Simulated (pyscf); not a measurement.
C₃H₃F₃ (SMILES FC1CC1(F)F) -> H₂C=CH–F (SMILES C=CF) + F–C:–F (SMILES F[C]F) [singlet], a cycloreversion (singlet surface; C–C, C–C broken, none formed). Structures and frequencies: ωB97X-D3(BJ)/def2-SVP in PySCF. Energies in kcal/mol from the reactant's lowest minimum found.

Small-basis levels: PySCF, no dispersion term, spherical d functions. 

Quick B3LYP/LANL2DZ single points give ΔE‡ = 54.7 kcal/mol and ΔE = +51.9 kcal/mol. What does ωB97M-D3(BJ)/def2-TZVP give, and how far is the quick result from it?

ωB97M-D3(BJ)/def2-TZVP gives ΔE‡ = 57.2 kcal/mol and ΔE = +42.1 kcal/mol. B3LYP/LANL2DZ lies 2.5 kcal/mol under it in the barrier and 9.8 kcal/mol over it in the reaction energy, so on this step it does not hold to within 3.0 kcal/mol. ωB97M-D3(BJ)/def2-TZVP has limits of its own. cyclic C₃H₃F₃ (SMILES FC1CC1(F)F) lies 14.6 kcal/mol over its isomer H₂C=C(F)–CH(F)–F (electronic energy, ωB97M-D3(BJ)). One saddle was located; it need not be the lowest between these sides. One closed-shell reference is unstable to symmetry breaking; treat the single-reference values with care.
